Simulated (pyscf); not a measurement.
I–Si(I)(I)–I + hydrogen (H₂) → HI + I–SiH(I)–I (four-centre exchange; singlet surface; I–Si, H–H broken, H–I, H–Si formed). Optimised with ωB97X-D3(BJ)/def2-SVP in PySCF. Energies in kcal/mol from the separated reactants.

| level | barrier | reaction energy |
|---|---|---|
| PBE/def2-TZVP | 48.5 | +12.8 |
| r²SCAN/def2-TZVP | 52.1 | +13.8 |
| PBE0-D3(BJ)/def2-TZVP | (withheld) | (withheld) |
| M06-2X/def2-TZVP | 56.9 | +14.8 |
| ωB97M-D3(BJ)/def2-TZVP | (withheld) | +11.5 |
| HF/def2-TZVP | 73.5 | +4.6 |

What belongs in the gaps?


- PBE0-D3(BJ)/def2-TZVP, barrier: 51.2
- PBE0-D3(BJ)/def2-TZVP, reaction energy: +14.7
- ωB97M-D3(BJ)/def2-TZVP, barrier: 56.7

The functionals in the table span 8.4 kcal/mol in this barrier, from PBE to M06-2X. This is the saddle that the search found; another between the same sides may lie lower. Elements past Kr carry the def2 core potentials, without spin-orbit coupling.
